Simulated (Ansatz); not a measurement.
A single point on `CCC1=NC1`.

```yaml
crystal:
  periodic: [false, false, false]
  atoms:
    - {symbol: C, position_ang: [-0.807635, 1.303236, 0.443768]}
    - {symbol: C, position_ang: [0.495385, 0.544467, 0.668745]}
    - {symbol: C, position_ang: [0.665654, -0.553746, -0.295575]}
    - {symbol: N, position_ang: [1.457808, -0.986747, -1.156597]}
    - {symbol: C, position_ang: [0.160009, -1.754528, -0.922208]}
    - {symbol: H, position_ang: [-1.667087, 0.633419, 0.511378]}
    - {symbol: H, position_ang: [-0.821959, 1.773002, -0.541483]}
    - {symbol: H, position_ang: [-0.926485, 2.086029, 1.194366]}
    - {symbol: H, position_ang: [1.360590, 1.209086, 0.597230]}
    - {symbol: H, position_ang: [0.497524, 0.108520, 1.674094]}
    - {symbol: H, position_ang: [-0.585208, -1.699007, -1.711766]}
    - {symbol: H, position_ang: [0.248502, -2.719033, -0.428151]}
basis:
  gaussian: {orbitals: def2-QZVPP}
correlation: {method: mp2}
```

```sh
$ ansatz run in.yaml --threads 4 --pin off --events-out ev --progress --plain
```

Output, abridged:

```
Functional definition: HF
2949 factors; integrals over basis functions are off by at most 8.7e-4 eV
mean field evaluation 1: about -5710.9760 eV, gradient 3.7e1 eV
mean field evaluation 2: about -5711.1163 eV, gradient 3.7e1 eV
mean field evaluation 4: about -5714.6832 eV, gradient 5.3e0 eV
mean field evaluation 8: about -5714.7641 eV, gradient 3.5e-1 eV
mean field -5714.76523513 eV, -210.0137487838 hartree, gradient 1.6e-6 eV, S^2 0.000000; 0 other end points of the search recorded, 0 dependent functions left out
5 core orbitals not correlated: weight in the atoms' cores, before any rotation towards them, 1.000 or more for the frozen orbitals, at most 0.000 for the correlated occupied ones
reference -5714.76523513 eV, -210.0137487838 hartree; 14, 14 occupied and 476, 476 virtual orbitals, 2949 factors
second order -25.09582189 eV of doubles, -0.00000000 eV of singles
Total energy: -5739.86105701 eV, -210.9360032277 hartree
```

Run time 20 s (4 threads of a server CPU on a shared host); peak host memory 3.3 GiB.
